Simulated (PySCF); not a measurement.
carbon disulfide anion (CS2), SMILES S=C=S (connectivity only; charge and spin as stated), charge -1, multiplicity 2.

Geometry: PBE-D3(BJ)/def2-TZVPD. The multiplicity is an assumed one; other spin states were not compared.

The numbers are results of PBE-D3(BJ)/def2-TZVPD run with PySCF, not measurements.

Frequencies are harmonic and unscaled.

```csv
mode,ν (cm⁻¹),IR (km/mol),moving atoms (share of kinetic energy)
1,312,12.2,"C 50 %, S 50 %"
2,632,27.5,"S 66 %, C 34 %"
3,1184,483.2,"C 83 %, S 17 %"
```
